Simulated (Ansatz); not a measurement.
**Computed properties of In2O**

```yaml
crystal:
  lattice:
    - [0.00000, 3.20627, 3.20627]
    - [3.20627, 0.00000, 3.20627]
    - [3.20627, 3.20627, 0.00000]
  atoms:
    - { symbol: O, position: [0.00000, 0.00000, 0.00000] }
    - { symbol: In, position: [0.25000, 0.25000, 0.25000] }
    - { symbol: In, position: [0.75000, 0.75000, 0.75000] }
```

Atoms are numbered in the order listed.

The conventional cell has a = 6.413 Å, b = 6.413 Å, c = 6.413 Å, α = 90.00°, β = 90.00°, γ = 90.00°. O (atom 1) is surrounded by 8 In at 2.78 Å. Around In (atom 2) lie 4 O at 2.78 Å.

The structure comes from a relaxation in the same program, started in the fluorite type, and has space group Fm-3m. Whether it is a known phase or the ground state wasn't checked.

Spin–orbit coupling is left out, though it moves levels of the heavy atoms by tenths of an eV or more.

Methods: DFT, PBE, all-electron LAPW, scalar-relativistic (Ansatz 0.2.0); DFT, PBE, PAW with Ansatz's default frozen-core files, scalar-relativistic (Ansatz 0.2.0).

For LAPW: a Γ-centred 10×10×10 k mesh, Fermi–Dirac smearing of 0.03 eV, basis error target 0.5 meV/atom, no spin polarisation. PAW takes a cutoff of 420 eV at this cell. The Ansatz runs share mesh, smearing and spin set-up. Values come from LAPW unless marked.

```
Löwdin charges (with 0.07 e of the cell spilling out of the atomic basis, so their sizes and signs hang on that basis) : O1 -0.62, In2 0.35 e
Density of states at the Fermi level (0.2 eV bin)                                                                      : 0.86 states/eV per cell
Pressure at this cell                                                                                                  : 0.01 GPa
Volume per atom                                                                                                        : 21.97 Å³
```

Task: Give the computed value. Band gap.

Result: none: bands cross the Fermi level, a metal.

Task: Give the computed value. Bader charges (from the PAW run).

Result: O1 -1.11, In2 +0.55 e.
